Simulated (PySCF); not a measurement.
## Level sweep

Compound: methyl acetate, C3H6O2.
SMILES with atom numbers: `[CH3:1][O:2][C:3]([CH3:4])=[O:5]` (hydrogens: H6, H7, H8 on C1; H9, H10, H11 on C4)

PySCF, dipoles from the SCF density, polarisabilities from static response with core orbitals frozen. Geometry: PBE0-D3(BJ)/def2-SVP, one conformer, isolated molecule.

Reference polarisability: 6.811 Å³ (measured, gas; NIST CCCBDB Release 22 (SRD 101), experimental polarizabilities). The anisotropy is √(½[(α1 − α2)² + (α2 − α3)² + (α3 − α1)²]).

```tsv
level	μ (D)	α (Å³)	error (%)	anisotropy (Å³)
CAM-B3LYP/def2-SVPD	1.958	6.70	-1.6	2.13
wB97X-D/def2-SVPD	1.963	6.68	-1.9	2.13
LC-wPBE/def2-SVPD	1.948	6.55	-3.8	2.05
PBE0/6-31G*	1.797	5.46	-19.8	1.99
PBE0/def2-SVP	1.795	5.54	-18.6	1.99
PBE0/6-31+G*	1.925	6.19	-9.1	2.05
PBE0/aug-cc-pVDZ	1.929	6.85	+0.6	2.37
PBE0/def2-TZVP	1.913	6.42	-5.7	2.16
PBE0/def2-TZVPD	1.926	6.85	+0.6	2.35
```

For the polarisability, the smallest error is 0.6% (PBE0/def2-TZVPD and PBE0/aug-cc-pVDZ) and the largest 19.8% (PBE0/6-31G*). The dipole runs from 1.80 D (PBE0/def2-SVP) to 1.96 D (wB97X-D/def2-SVPD). With PBE0 the polarisability is 5.81 Å³ without diffuse functions (mean of 6-31G*, def2-SVP and def2-TZVP) and 6.63 Å³ with them (mean of 6-31+G*, aug-cc-pVDZ and def2-TZVPD). Measured values can belong to vibrating molecules and may average over conformers; the computed ones are for one fixed geometry.
